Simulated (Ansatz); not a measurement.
We consider rock-salt HfC, described by PBE-D3(BJ) in Ansatz (PAW).

Settings: plane-wave cutoff 520 eV, 20×20×20 k mesh, Fermi–Dirac smearing 0.05 eV, scalar-relativistic PAW data made under PBE.

Energies at three volumes about the minimum:

```json
[
 {"V (Å³/atom)": "12.075", "E − E_lowest (meV/atom)": "3.91"},
 {"V (Å³/atom)": "12.321", "E − E_lowest (meV/atom)": "0.00"},
 {"V (Å³/atom)": "12.568", "E − E_lowest (meV/atom)": "3.58"}
]
```

Question: Fit a parabola by hand: where is the minimum, what lattice constant follows, and what is the bulk modulus?

Answer: Slopes: (0.00 − 3.91)/(12.321 − 12.075) = -15.894 and (3.58 − 0.00)/(12.568 − 12.321) = 14.494 meV/Å³. Curvature E″ = 2 × (14.494 − (-15.894))/(12.568 − 12.075) = 123.278 meV/Å⁶. From the middle of the first interval, the slope vanishes at V0 = 12.1980 − (-15.894)/123.278 = 12.327 Å³/atom. B = V0 E″ = 12.327 × 123.278 meV/Å³ × 0.1602 GPa per meV/Å³ = 243 GPa. With 8 atoms in the cube, a = (8 × 12.327)^(1/3) = 4.620 Å. The full Birch–Murnaghan fit to all volumes gives V0 = 12.323 Å³/atom and B0 = 243 GPa.

Measured, for comparison: bulk modulus 242 GPa (room temperature, not corrected to a static lattice, our sources range from 242 to 286; as tabulated in Synthesis of Binary Transition Metal Nitrides, Carbides and Borides from the …); lattice constant a 4.638 Å (temperature not stated, not corrected to a static lattice; as tabulated in Zhang et al. (2018), doi:10.1088/1367-2630/aac7f0). Computed (rounded) less measured: bulk modulus not scored (sources differ).

Ansatz is an electronic-structure program.
